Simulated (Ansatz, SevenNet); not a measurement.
For solid chlorine, the machine-learned potential SevenNet-0 (trained on PBE and PBE+U data) gives:

```
Property                            Result
---------------------------  -------------
equilibrium volume per atom  33.35 Å³/atom
bulk modulus                      2.02 GPa
```

### Question
What does r²SCAN (plane waves, PAW; Ansatz, an electronic-structure program) give for the same quantities?

### Answer

- equilibrium volume per atom: 27.94 Å³/atom (falls by 16 %)
- bulk modulus: 6.90 GPa (increases by 240 %)

Changes are worked out from the printed values.

Unless a cell is named, each level is at its own relaxed cell (SevenNet-0 33.35, r²SCAN 27.93 Å³/atom).

Caveats: the cell comes from a level without a dispersion term, which matters for the spacing of layers, chains or molecules (r²SCAN). Ansatz's density-functional and Hartree–Fock values are scalar-relativistic unless marked +SOC, with PAW data made under PBE.
